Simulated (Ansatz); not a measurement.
System: hcp Y. Method: LDA (Ansatz, a program for electronic structure, PAW).

Settings: plane-wave cutoff 520 eV, 18×18×10 k mesh (along the axes of the cell as run), Fermi–Dirac smearing 0.05 eV, scalar-relativistic PAW data made under PBE.

Starting structure:

```
CELL_PARAMETERS angstrom
      3.65000     0.00000     0.00000
     -1.82500     3.16099     0.00000
      0.00000     0.00000     5.73000
ATOMIC_POSITIONS crystal
  Y  0.66667 0.33333 0.75000
  Y  0.33333 0.66667 0.25000
```

Question: Into what structure does the relaxation of cell and atoms lead at this level, with the symmetry of the start kept?

Answer: The volume decreases by 9.4 %; final space group P6_3/mmc.
```
CELL_PARAMETERS angstrom
      3.54042     0.00000     0.00000
     -1.77021     3.06609     0.00000
      0.00000     0.00000     5.51499
ATOMIC_POSITIONS crystal
  Y  0.66667 0.33333 0.75000
  Y  0.33333 0.66667 0.25000
```
